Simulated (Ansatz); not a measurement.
Relaxation of AlH₆NSi (9 atoms, charge 0, multiplicity 1), to a largest force component of 0.015 eV/Å in at most 40 steps.

These are results of RKS PBE-D4/def2-SVP in Ansatz, not measurements.

```xyz
9
Properties=species:S:1:pos:R:3:forces:R:3
Al -0.560 0.771 -1.316 -0.11 1.54 0.38
N -0.015 0.863 0.488 0.99 -0.34 -1.58
Si 0.244 -0.821 0.997 -2.24 0.15 -0.41
H -0.751 -0.573 -2.071 -0.15 -0.51 -0.24
H -0.887 2.172 -2.128 0.21 -0.40 0.37
H 0.915 1.364 0.490 -0.98 -0.04 0.32
H -0.674 -1.151 2.139 0.04 -0.08 0.10
H 1.580 -1.057 1.347 2.09 -0.40 0.59
H -0.150 -1.737 -0.170 0.14 0.08 0.45
```

Problem. Where does it end, and by what steps?

Solution. The forces met the threshold. The force dipped under the threshold on the way, but the program's further checks kept it going. After 11 steps the energy has fallen by 0.797 eV; H6 moved furthest, 0.58 Å.

```tsv
step	energy less start (eV)	largest force component (eV/Å)	accepted
0	0.0000	2.236	yes
1	-0.4178	1.337	yes
2	-0.6594	0.716	yes
3	-0.7551	0.304	yes
4	-0.7426	1.087	no
5	-0.7795	0.162	yes
6	-0.7944	0.018	yes
7	-0.7887	0.267	no
8	-0.7960	0.006	yes
9	-0.7965	0.026	yes
10	-0.7957	0.078	no
11	-0.7967	0.003	yes
```

```xyz
9
Properties=species:S:1:pos:R:3
Al -0.565 0.861 -1.518
N 0.088 0.593 0.142
Si 0.319 -0.907 1.028
H -1.014 -0.419 -2.356
H -0.645 2.371 -2.031
H 0.368 1.434 0.663
H -0.493 -0.952 2.299
H 1.761 -1.121 1.419
H -0.118 -2.029 0.129
```

Whether the end is a true minimum wasn't checked by a vibrational analysis.

Run time: 23 s on 1 thread of Intel(R) Xeon(R) Processor @ 2.70GHz, on a shared host, peak memory 0.13 GiB.
